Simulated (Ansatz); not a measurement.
`FCOCF`, charge 0, multiplicity 1.

Problem. Give a relaxed structure at PBE0-D4/def2-TZVP (Ansatz). (Best estimate.)

Solution. Ansatz gave: 
```xyz
9

F     0.454    0.354    1.826
C    -0.189    0.886    0.733
O     0.456    0.519   -0.432
C     0.268   -0.797   -0.807
F    -1.000   -0.975   -1.310
H    -1.223    0.528    0.757
H    -0.134    1.973    0.798
H     0.384   -1.483    0.037
H     0.984   -1.006   -1.602
```
Point group C2.
This is one stationary point; other conformers may exist.
